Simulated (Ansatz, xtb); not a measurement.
**Two isomers of C5H3N**

Structure I: `C=CC#CC#N`, a singlet. Structure II: `C=C=C=CC#N`, a singlet. Both are isolated molecules in the gas phase, relaxed with r2SCAN-D4/def2-SVP.

Question: Estimate which is lower in electronic energy at CCSD(T)/def2-SVP + ΔMP2/def2-TZVPP, and by roughly how much.

Answer: The CCSD(T)/def2-SVP + ΔMP2/def2-TZVPP calculation puts structure I lower, by 38.9 kJ/mol.

How the difference moves with the method:

```json
{"level": "GFN2-xTB", "geometry": "GFN2-xTB", "E(II) − E(I) (kJ/mol)": "+30.0", "departure from the last row (kJ/mol)": "−8.9", "job, with rough time for the two": "optimisation, 0.2 s"}
{"level": "HF/STO-3G", "geometry": "GFN2-xTB", "E(II) − E(I) (kJ/mol)": "+84.6", "departure from the last row (kJ/mol)": "+45.8", "job, with rough time for the two": "single point, 0.44 s"}
{"level": "r2SCAN-D4/def2-SVP//GFN2-xTB", "geometry": "GFN2-xTB", "E(II) − E(I) (kJ/mol)": "+29.3", "departure from the last row (kJ/mol)": "−9.5", "job, with rough time for the two": "single point, 2.9 s"}
{"level": "r2SCAN-D4/def2-SVP", "geometry": "r2SCAN-D4/def2-SVP", "E(II) − E(I) (kJ/mol)": "+29.0", "departure from the last row (kJ/mol)": "−9.9", "job, with rough time for the two": "optimisation, 25 s"}
{"level": "HF/def2-SVP", "geometry": "r2SCAN-D4/def2-SVP", "E(II) − E(I) (kJ/mol)": "+43.6", "departure from the last row (kJ/mol)": "+4.8", "job, with rough time for the two": "part of the CCSD(T) run"}
{"level": "MP2/def2-SVP", "geometry": "r2SCAN-D4/def2-SVP", "E(II) − E(I) (kJ/mol)": "+61.8", "departure from the last row (kJ/mol)": "+22.9", "job, with rough time for the two": "part of the CCSD(T) run"}
{"level": "CCSD(T)/def2-SVP", "geometry": "r2SCAN-D4/def2-SVP", "E(II) − E(I) (kJ/mol)": "+41.2", "departure from the last row (kJ/mol)": "+2.4", "job, with rough time for the two": "single point"}
{"level": "CCSD(T)/def2-SVP + ΔMP2/def2-TZVPP", "geometry": "r2SCAN-D4/def2-SVP", "E(II) − E(I) (kJ/mol)": "+38.9", "departure from the last row (kJ/mol)": "", "job, with rough time for the two": "single point, 31 s"}
```

As drawn, II has 2 C=C in place of 1 C–C, 1 C≡C.

The levels shown agree on the order. The largest departure from CCSD(T)/def2-SVP + ΔMP2/def2-TZVPP is that of HF/STO-3G, 45.8 kJ/mol. The last row adds to CCSD(T) the change of the MP2 difference between the two basis sets, here −2.4 kJ/mol.

With harmonic frequencies from r2SCAN-D4/def2-SVP (ideal gas, rigid rotor, one conformer each, 298.15 K, 1 atm): the zero-point term adds −3.4 kJ/mol; ΔH is +35.7 and ΔG +34.9 kJ/mol.

The correlated steps freeze 6 core orbitals. Run with Ansatz 0.2.0, xtb 6.7.1; the last row on 2 threads of Intel(R) Xeon(R) Processor @ 2.70GHz on a shared host.
